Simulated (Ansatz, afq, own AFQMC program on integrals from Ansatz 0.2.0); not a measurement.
AFQMC on a folder of integrals that Ansatz 0.2.0 wrote.

```yaml
crystal:
  periodic: [false, false, false]
  atoms:
    - {symbol: O, position_ang: [0.000157, -0.000104, -0.041923]}
    - {symbol: H, position_ang: [0.941031, 0.014170, 0.225305]}
    - {symbol: H, position_ang: [-0.483545, 0.809421, 0.218000]}
    - {symbol: H, position_ang: [-0.459974, -0.821935, 0.222149]}
basis:
  gaussian: {orbitals: 6-31G}
total_charge: 1
magnetization: {spin_polarized: false}
correlation: {method: ccsd_t, electrons: outside_noble_gas, hamiltonian_folder: ham}
```

```sh
$ ansatz run in.yaml --threads 1 --pin off --events-out ev --progress --plain --max-ram 1382MiB
```

afq runs on the folder ham with

```
--method phaseless --trial hf --walkers 400 --populations 1 --least-time 40 --time-step 0.005 --steps-per-block 20 --equilibration-blocks 112 --max-blocks 600 --target-error 0.00102 --factor-cut 1e-05 --seed 5590 --taylor-order 6
```

Times are imaginary, in 1/Eh. The walk had a cap of 237 s.

afq prints:

```
orbitals 14  electrons 4 4  factors 84 of 171
reference energy -76.26851396 Eh
CCSD correlation -0.13711494 Eh in 8 cycles, weight of the determinant in the CISD state 0.9576
energy of the start -76.268514 Eh
 block  time / (1/Eh)  mean weight  energy / Eh
     1     0.100  1.0011  -76.313490
     2     0.200  1.0013  -76.344229
     3     0.300  1.0010  -76.357442
     4     0.400  1.0012  -76.368524
     5     0.500  1.0009  -76.375928
    10     1.000  1.0011  -76.397548
    61     6.100  1.0005  -76.422068
   121    12.100  0.9994  -76.392115
   169    16.900  1.0006  -76.436495
   181    18.100  0.9988  -76.393349
   241    24.100  0.9992  -76.401369
   301    30.100  1.0002  -76.396416
   361    36.100  1.0009  -76.424317
   421    42.100  0.9992  -76.400796
   457    45.700  0.9990  -76.382162
   481    48.100  1.0003  -76.411645
   505    50.500  1.0003  -76.418498
blocks merged  error / Eh  count
     1  0.000559  400
     2  0.000732  200
     4  0.000894  100
     8  0.001014  50
    16  0.000996  25
    32  0.000864  12
energy -76.407585 +/- 0.001014 Eh
(rows thinned)
```

The run passed its tests (sampling time, drift between the halves within three errors, error under three times the target), which doesn't prove that it has relaxed.

Against this walk (error 27.6 meV) on the same determinant: CCSD(T) 25.0 meV higher (within the noise), CCSDT(Q) 11.1 meV higher (within the noise), CCSDTQ 11.7 meV higher (within the noise), full CI (a separate run on its own orbitals, whose frozen core shifts it by up to a few meV) 11.4 meV higher (within the noise), a separate phaseless walk with a CISD trial and standard settings 10.5 ± 28.1 meV higher (within the noise). The error is statistical and leaves out the bias of the constraint.

Cautions: constraint bias not in the error; full CI with its own frozen core.

The walk took 52 s on 1 thread of Arm Neoverse V2, with other jobs on the host. The log's last line is the phaseless energy.

CCSDT and higher add their correlation energy to the determinant of the CCSD(T) run, since their own runs factorise the integrals more tightly (a shift of under 2 meV). A walk keeps the symmetry of its determinant, which the program's search chose and which needn't be the lowest solution, so a lower state of the same spin and another symmetry isn't excluded.
